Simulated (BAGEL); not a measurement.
# HF/6-311+G(d,p) (density fitting with qzvpp-jkfit) run of BSiH4F (SMILES FB[SiH3])

What is the vertical ionisation energy of BSiH4F at HF/6-311+G** (density fitting with qzvpp-jkfit)? 

The calculation is run with BAGEL 1.2.2.

1 further run of the same task is left out (it didn't finish). Runs told in other sessions of the task aren't counted.

## 1. The molecule

BSiH4F: 7 atoms, total charge 0, spin state singlet. As SMILES, `FB[SiH3]`. The coordinates come from a PBE0-D4/def2-TZVP relaxation.

Bond lengths: F1–B2 1.321 Å, B2–Si3 2.035 Å, B2–H4 1.203 Å, Si3–H5 1.490 Å, Si3–H6 1.491 Å, Si3–H7 1.487 Å. Angles: F1–B2–Si3 121.0°, F1–B2–H4 116.1°, Si3–B2–H4 122.9°, B2–Si3–H5 109.0°, B2–Si3–H6 108.5°, B2–Si3–H7 113.6°, H5–Si3–H6 107.5°, H5–Si3–H7 109.1°, H6–Si3–H7 109.0°.

## 2. A single-point energy at HF/6-311+G(d,p) (density fitting with qzvpp-jkfit)

File hf.json:

```json
{ "bagel" : [

{
  "title" : "molecule",
  "basis" : "6-311+gss.json",
  "df_basis" : "qzvpp-jkfit",
  "angstrom" : true,
  "geometry" : [
    { "atom" : "F", "xyz" : [   -1.379400,   -1.601500,    0.571800 ] },
    { "atom" : "B", "xyz" : [   -0.186700,   -1.168700,    0.204000 ] },
    { "atom" : "Si", "xyz" : [    0.146300,    0.805600,   -0.161100 ] },
    { "atom" : "H", "xyz" : [    0.673400,   -2.004900,    0.107300 ] },
    { "atom" : "H", "xyz" : [    0.733100,    0.954500,   -1.522300 ] },
    { "atom" : "H", "xyz" : [    1.152900,    1.303800,    0.818800 ] },
    { "atom" : "H", "xyz" : [   -1.078400,    1.642900,   -0.064200 ] }
  ]
},
{ "title" : "hf" },
{ "title" : "print", "file" : "orbitals.molden", "orbitals" : true }

]}
```

The basis set 6-311+G** is read from a file made from the Basis Set Exchange's data (not shown).

The run is started by

```bash
$ BAGEL_NUM_THREADS=1 BAGEL hf.json > hf.out
```

The log of the run:

```text
* using 1 threads per process

  ===============================================================
  ===============================================================

  *** Geometry ***

  { "atom" : "F", "xyz" : [     -2.606688,     -3.026396,      1.080545 ] },
  { "atom" : "B", "xyz" : [     -0.352812,     -2.208523,      0.385504 ] },
  { "atom" : "Si", "xyz" : [      0.276467,      1.522363,     -0.304435 ] },
  { "atom" : "H", "xyz" : [      1.272542,     -3.788712,      0.202768 ] },
  { "atom" : "H", "xyz" : [      1.385358,      1.803744,     -2.876730 ] },
  { "atom" : "H", "xyz" : [      2.178665,      2.463825,      1.547308 ] },
  { "atom" : "H", "xyz" : [     -2.037881,      3.104631,     -0.121320 ] },

  Number of auxiliary basis functions:      352

  Since a DF basis is specified, we compute 2- and 3-index integrals:
    o Being stored without compression. Storage requirement is 0.027 GB

  Number of basis functions:       98
  Number of electrons      :       32

    * METHOD: MOLECULE                             0.10

  *** RHF ***

  === Nuclear Repulsion ===
    88.5225406810

      * DIIS with orbital gradients will be used.

  === RHF iteration (6-311+gss.json) ===
      0       -415.25890195          0.02478721           0.03
      1       -415.37304726          0.01792476           0.03
      2       -415.44865927          0.00178155           0.02
      3       -415.45070617          0.00023925           0.05
      4       -415.45075447          0.00007224           0.03
      5       -415.45075860          0.00001592           0.02
      6       -415.45075881          0.00000345           0.04
      7       -415.45075882          0.00000087           0.03
      8       -415.45075882          0.00000025           0.02
      9       -415.45075882          0.00000010           0.03
     10       -415.45075882          0.00000003           0.03
     11       -415.45075882          0.00000001           0.02
     12       -415.45075882          0.00000000           0.02
    * SCF iteration converged.

    * Permanent dipole moment:
           (   -0.308448,    -0.046301,     0.093139) a.u.

    * METHOD: HF                                   0.49

    * METHOD: PRINT                                0.01

  ===============================================================
```

Run time: 0.77 s. Hardware: 1 thread of Intel Xeon 6975P-C (Granite Rapids), shared host.

## 3. The doublet cation, same level

File job.json:

```json
{ "bagel" : [

{
  "title" : "molecule",
  "basis" : "6-311+gss.json",
  "df_basis" : "qzvpp-jkfit",
  "angstrom" : true,
  "geometry" : [
    { "atom" : "F", "xyz" : [   -1.379400,   -1.601500,    0.571800 ] },
    { "atom" : "B", "xyz" : [   -0.186700,   -1.168700,    0.204000 ] },
    { "atom" : "Si", "xyz" : [    0.146300,    0.805600,   -0.161100 ] },
    { "atom" : "H", "xyz" : [    0.673400,   -2.004900,    0.107300 ] },
    { "atom" : "H", "xyz" : [    0.733100,    0.954500,   -1.522300 ] },
    { "atom" : "H", "xyz" : [    1.152900,    1.303800,    0.818800 ] },
    { "atom" : "H", "xyz" : [   -1.078400,    1.642900,   -0.064200 ] }
  ]
},
{ "title" : "uhf", "charge" : 1, "nopen" : 1 },
{ "title" : "print", "file" : "orbitals.molden", "orbitals" : true }

]}
```

The basis set 6-311+G** is read from a file made from the Basis Set Exchange's data (not shown).

The run is started by

```bash
$ BAGEL_NUM_THREADS=1 BAGEL job.json > job.out
```

The log of the run:

```text
* using 1 threads per process

  ===============================================================
  ===============================================================

  *** Geometry ***

  { "atom" : "F", "xyz" : [     -2.606688,     -3.026396,      1.080545 ] },
  { "atom" : "B", "xyz" : [     -0.352812,     -2.208523,      0.385504 ] },
  { "atom" : "Si", "xyz" : [      0.276467,      1.522363,     -0.304435 ] },
  { "atom" : "H", "xyz" : [      1.272542,     -3.788712,      0.202768 ] },
  { "atom" : "H", "xyz" : [      1.385358,      1.803744,     -2.876730 ] },
  { "atom" : "H", "xyz" : [      2.178665,      2.463825,      1.547308 ] },
  { "atom" : "H", "xyz" : [     -2.037881,      3.104631,     -0.121320 ] },

  Number of auxiliary basis functions:      352

  Since a DF basis is specified, we compute 2- and 3-index integrals:
    o Being stored without compression. Storage requirement is 0.027 GB

  Number of basis functions:       98
  Number of electrons      :       32

    * METHOD: MOLECULE                             0.11

  *** Open-shell HF ***

  === Nuclear Repulsion ===
    88.5225406810

      * DIIS with orbital gradients will be used.

  === UHF iteration (6-311+gss.json) ===
      0       -414.83092799          0.05340198           0.06
      1       -414.95269965          0.04417036           0.06
      2       -415.01328400          0.03174919           0.05
      3       -415.07401560          0.00188979           0.07
      4       -415.07516572          0.00081405           0.07
      5       -415.07550451          0.00042681           0.06
      6       -415.07565400          0.00019833           0.07
      7       -415.07570106          0.00007765           0.07
      8       -415.07571057          0.00003783           0.06
      9       -415.07571261          0.00002089           0.07
     10       -415.07571308          0.00001049           0.05
     11       -415.07571329          0.00000560           0.07
     12       -415.07571334          0.00000299           0.06
     13       -415.07571335          0.00000171           0.06
     14       -415.07571336          0.00000088           0.06
     15       -415.07571336          0.00000054           0.05
     16       -415.07571336          0.00000035           0.07
     17       -415.07571336          0.00000020           0.06
     18       -415.07571336          0.00000010           0.06
     19       -415.07571336          0.00000005           0.07
     20       -415.07571336          0.00000002           0.05
     21       -415.07571336          0.00000001           0.07
     22       -415.07571336          0.00000001           0.06
    * SCF iteration converged.

    * S^2 (UHF) is 0.7634

    * Permanent dipole moment:
           (   -0.921718,    -0.105318,     0.252921) a.u.

    * METHOD: UHF                                  1.53

    * METHOD: PRINT                                0.01

  ===============================================================
```

It took 1.8 s on 1 thread of Intel Xeon 6975P-C (Granite Rapids), shared host.

## 4. Outcome

At HF/6-311+G** (density fitting with qzvpp-jkfit):

| quantity | value |
| --- | --- |
| singlet BSiH4F: total energy | -415.45076 Eh |
| singlet BSiH4F: dipole moment | 0.83 D |
| singlet BSiH4F: HOMO energy | -11.41 eV |
| singlet BSiH4F: LUMO energy | 1.35 eV |
| singlet BSiH4F: HOMO–LUMO gap | 12.76 eV |
| doublet cation: total energy | -415.07571 Eh |
| doublet cation: ⟨S²⟩ | 0.763 |
| vertical ionisation energy (to the doublet cation) | 10.206 eV |

What this shows: Removing an electron at fixed nuclei costs 10.21 eV (235 kcal/mol). The negative HOMO energy of the first species, 11.41 eV, lies 1.21 eV above that difference.
